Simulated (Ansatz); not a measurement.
Process, species as SMILES: C=CF → [CH]=C (CH-CH2) + F atom
B3LYP-D3(BJ)/def2-TZVP geometries, fixed; electronic energies without zero-point terms.

Effect of the final integration grid (spheres per factor e of radius in core and valence, angular degree) at PBE0/aug-cc-pVTZ with Ansatz (a first-principles code), against the last row, where the bond dissociation energy is 125.56 kcal/mol. Open shells are unrestricted. The default's grid is 13, 11, 36.

```json
[
 {"setting": "accuracy: medium (default)", "largest shift of a total energy (mEh)": "0.001", "shift of the bond dissociation energy (kcal/mol)": "0.000"},
 {"setting": "final_grid: 4, 3, 11", "largest shift of a total energy (mEh)": "1.753", "shift of the bond dissociation energy (kcal/mol)": "-0.012"},
 {"setting": "final_grid: 6, 5, 17", "largest shift of a total energy (mEh)": "-0.190", "shift of the bond dissociation energy (kcal/mol)": "0.108"},
 {"setting": "final_grid: 8, 7, 23", "largest shift of a total energy (mEh)": "-0.006", "shift of the bond dissociation energy (kcal/mol)": "0.001"},
 {"setting": "final_grid: 10, 9, 29", "largest shift of a total energy (mEh)": "-0.002", "shift of the bond dissociation energy (kcal/mol)": "0.001"},
 {"setting": "final_grid: 18, 15, 47", "largest shift of a total energy (mEh)": "0.000", "shift of the bond dissociation energy (kcal/mol)": "0.000"},
 {"setting": "final_grid: 26, 22, 59", "largest shift of a total energy (mEh)": "0.000", "shift of the bond dissociation energy (kcal/mol)": "0.000"}
]
```

Within 0.05 kcal/mol in the bond dissociation energy: accuracy: medium (default); final_grid: 4, 3, 11; final_grid: 8, 7, 23; final_grid: 10, 9, 29; final_grid: 18, 15, 47. The largest shift is 1.753 mEh in a total energy and 0.108 kcal/mol in the difference.
